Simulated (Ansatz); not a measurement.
Two structures of BSiNH$_{8}$, singlet, reached by relaxing down either side of one saddle point (PBE0-D4/def2-TZVP). Energies are electronic, without zero-point energy. Program: Ansatz 0.2.0. Basis: def2-TZVPP and def2-QZVPP. Cores are frozen in the correlated methods. Extrapolation: Hartree–Fock as exp(−7.88 √X), correlation as X^−2.97. First:

B1  (-1.652, -0.291, -0.871)
N2  (-1.435, 1.062, -0.676)
H3  (-2.481, -0.643, -1.659)
H4  (-1.003, -1.080, -0.245)
H5  (1.963, -0.376, -0.552)
Si6  (1.853, -0.456, 0.925)
H7  (-0.753, 1.420, -0.028)
H8  (-1.943, 1.778, -1.166)
H9  (3.180, -0.190, 1.537)
H10  (0.895, 0.576, 1.405)
H11  (1.376, -1.800, 1.331)
(Å)

Second:

```
atom    x (Å)    y (Å)    z (Å)
  B1  -0.5976  -0.4873  -0.2565
  N2  -0.7838   1.0860  -0.6488
  H3  -0.5731  -1.0862  -1.3087
  H4  -1.5658  -0.7748   0.4115
  H5  -0.0143   1.4172  -1.2237
 Si6   1.1206  -0.7202   0.7772
  H7  -0.8245   1.6718   0.1803
  H8  -1.6440   1.2268  -1.1707
  H9   2.3425  -0.2825   0.0199
 H10   1.1750   0.0859   2.0443
 H11   1.3650  -2.1368   1.1753
```

Which bonds change from the first to the second?

BNH₄ ([BH2][NH2]) + SiH₄ → BSiH₅ ([BH2][SiH3]) + NH₃ (still joined by a long B–N bond); bonds formed: B1–Si6, N2–H5; bonds broken: H5–Si6; bonds weakened to dative contacts: B1–N2.

Give the saddle point's structure and its height above each. (To be estimated.)

Computed: 2.142 eV above the first and 1.826 eV above the second (CCSD(T) at an estimated basis limit (MP2 extrapolated from triple and quadruple zeta, plus CCSD(T) − MP2 in triple zeta)).
```csv
atom,x (Å),y (Å),z (Å)
B1,-0.7499,-0.3297,-0.2295
N2,-0.9967,1.1416,-0.7201
H3,-0.6175,-1.1327,-1.1126
H4,-1.3850,-0.6484,0.7391
H5,0.1482,0.7036,-0.1342
Si6,1.2420,-0.5495,0.6671
H7,-1.6372,1.7121,-0.1959
H8,-1.0234,1.3085,-1.7112
H9,2.4397,-0.3699,-0.2034
H10,1.5059,0.1616,1.9508
H11,1.0739,-1.9972,0.9501
```

T1 diagnostic: at most 0.013.

Labels in which every atom is bracketed show which atoms are joined, not bond orders.

For scale, one of the runs: CCSD(T)/def2-TZVPP, 216 basis functions, launched by `ansatz run in.yaml --threads 2 --pin off --events-out ev --progress --plain --max-ram 4352MiB`. The run took 87 s on 2 CPU threads of an Arm Neoverse V1 (shared host), with 3.1 GiB of host memory at its peak.
